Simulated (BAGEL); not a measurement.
**UHF/3-21G (density fitting with qzvpp-jkfit) run of AlCl2 (SMILES [Cl][Al][Cl])**

What is the energy change on altering one bond length of AlCl2 at UHF/3-21G (density fitting with qzvpp-jkfit)? 

The results are computed with BAGEL 1.2.2.

2 further runs of the same task are left out: 2 set aside as unsound or not needed. Runs told in other sessions of the task aren't counted.

## Step 1: Starting point

The species is AlCl2 (3 atoms), meant as a doublet with charge 0. SMILES: `[Cl][Al][Cl]`. Geometry: relaxed at PBE0-D4/def2-TZVP.

Bond lengths: Cl1–Al2 2.102 Å, Al2–Cl3 2.102 Å. Angles: Cl1–Al2–Cl3 118.9°.

## Step 2: The energy at UHF/3-21G (density fitting with qzvpp-jkfit)

Contents of calc.json:

```json
{ "bagel": [

{
  "title": "molecule",
  "basis": "3-21g",
  "df_basis": "qzvpp-jkfit",
  "angstrom": "true",
  "geometry": [
    { "atom": "Cl", "xyz": [       1.374800,       0.868300,       0.838700 ] },
    { "atom": "Al", "xyz": [      -0.432100,       0.520700,      -0.177200 ] },
    { "atom": "Cl", "xyz": [      -0.953600,      -1.453800,      -0.674700 ] }
  ]
},

{
  "title": "uhf",
  "nopen": 1
},

{
  "title": "print",
  "file": "orbitals.molden",
  "orbitals": "true"
}

]}
```

Launch:

```sh
$ BAGEL_NUM_THREADS=1 BAGEL calc.json > calc.out
```

What it wrote:

```text
* using 1 threads per process

  ===============================================================
  ===============================================================

  *** Geometry ***

  { "atom" : "Cl", "xyz" : [      2.597995,      1.640849,      1.584913 ] },
  { "atom" : "Al", "xyz" : [     -0.816551,      0.983980,     -0.334859 ] },
  { "atom" : "Cl", "xyz" : [     -1.802043,     -2.747284,     -1.274998 ] },

  Number of auxiliary basis functions:      384

  Since a DF basis is specified, we compute 2- and 3-index integrals:
    o Being stored without compression. Storage requirement is 0.005 GB

  Number of basis functions:       39
  Number of electrons      :       47

    * METHOD: MOLECULE                             0.07

  *** Open-shell HF ***

  === Nuclear Repulsion ===
   153.5261948265

      * DIIS with orbital gradients will be used.

  === UHF iteration (3-21g) ===
      0      -1155.23157184          0.02177474           0.03
      1      -1155.28682047          0.00906332           0.03
      2      -1155.29551607          0.00334232           0.03
      3      -1155.29711977          0.00094392           0.03
      4      -1155.29765053          0.00012763           0.03
      5      -1155.29767275          0.00004375           0.03
      6      -1155.29767613          0.00001666           0.03
      7      -1155.29767675          0.00000411           0.03
      8      -1155.29767677          0.00000103           0.03
      9      -1155.29767677          0.00000018           0.03
     10      -1155.29767677          0.00000006           0.03
     11      -1155.29767677          0.00000001           0.03
     12      -1155.29767677          0.00000001           0.03
    * SCF iteration converged.

    * S^2 (UHF) is 0.7534

    * Permanent dipole moment:
           (    0.708074,    -0.896348,     0.285548) a.u.

    * METHOD: UHF                                  0.46

    * METHOD: PRINT                                0.00

  ===============================================================
```

It took 0.66 s on 1 thread of Arm Neoverse V2, shared host.

## Step 3: The distorted shape

Contents of calc.json:

```json
{ "bagel" : [

{
  "title" : "molecule",
  "basis" : "3-21g",
  "df_basis" : "qzvpp-jkfit",
  "angstrom" : "true",
  "geometry" : [
    { "atom" : "Cl", "xyz" : [    1.916868,    0.972580,    1.143469 ] },
    { "atom" : "Al", "xyz" : [   -0.432100,    0.520700,   -0.177200 ] },
    { "atom" : "Cl", "xyz" : [   -0.953600,   -1.453800,   -0.674700 ] }
  ]
},
{ "title" : "uhf", "nopen" : 1 },
{ "title" : "print", "file" : "orbitals.molden", "orbitals" : "true" }

]}
```

Launch:

```sh
$ BAGEL_NUM_THREADS=1 BAGEL calc.json > calc.out
```

What it wrote:

```text
* using 1 threads per process

  ===============================================================
  ===============================================================

  *** Geometry ***

  { "atom" : "Cl", "xyz" : [      3.622356,      1.837910,      2.160843 ] },
  { "atom" : "Al", "xyz" : [     -0.816551,      0.983980,     -0.334859 ] },
  { "atom" : "Cl", "xyz" : [     -1.802043,     -2.747284,     -1.274998 ] },

  Number of auxiliary basis functions:      384

  Since a DF basis is specified, we compute 2- and 3-index integrals:
    o Being stored without compression. Storage requirement is 0.005 GB

  Number of basis functions:       39
  Number of electrons      :       47

    * METHOD: MOLECULE                             0.07

  *** Open-shell HF ***

  === Nuclear Repulsion ===
   135.0672781497

      * DIIS with orbital gradients will be used.

  === UHF iteration (3-21g) ===
      0      -1155.17740619          0.02546447           0.03
      1      -1155.24782999          0.01181626           0.03
      2      -1155.26170681          0.00516151           0.03
      3      -1155.26503209          0.00115295           0.03
      4      -1155.26612560          0.00033260           0.03
      5      -1155.26621966          0.00022176           0.03
      6      -1155.26627391          0.00014354           0.03
      7      -1155.26630588          0.00008683           0.03
      8      -1155.26632214          0.00003161           0.03
      9      -1155.26632461          0.00001498           0.03
     10      -1155.26632510          0.00000650           0.03
     11      -1155.26632514          0.00000383           0.03
     12      -1155.26632515          0.00000198           0.03
     13      -1155.26632516          0.00000110           0.03
     14      -1155.26632516          0.00000064           0.03
     15      -1155.26632516          0.00000031           0.03
     16      -1155.26632516          0.00000011           0.03
     17      -1155.26632516          0.00000005           0.03
     18      -1155.26632516          0.00000003           0.03
     19      -1155.26632516          0.00000002           0.03
     20      -1155.26632516          0.00000001           0.03
     21      -1155.26632516          0.00000001           0.03
    * SCF iteration converged.

    * S^2 (UHF) is 0.7784

    * Permanent dipole moment:
           (    1.658954,    -0.666551,     0.825274) a.u.

    * METHOD: UHF                                  0.75

    * METHOD: PRINT                                0.00

  ===============================================================
```

Wall time 0.97 s (1 thread of Arm Neoverse V2, shared host).

## Step 4: Summary of results

Level: UHF/3-21G (density fitting with qzvpp-jkfit).

| quantity | value |
| --- | --- |
| first shape: total energy | -1155.29768 Eh |
| first shape: dipole moment | 2.99 D |
| first shape: ⟨S²⟩ | 0.753 |
| distorted shape: total energy | -1155.26633 Eh |
| distorted shape: dipole moment | 5.01 D |
| distorted shape: ⟨S²⟩ | 0.778 |
| energy change with the Cl1–Al2 bond stretched from 2.102 to 2.732 Å | 0.853 eV |

In words: With the Cl1–Al2 bond stretched from 2.102 to 2.732 Å the energy rises by 0.85 eV (19.7 kcal/mol). The first shape isn't relaxed at this level, so the change isn't measured from a minimum.
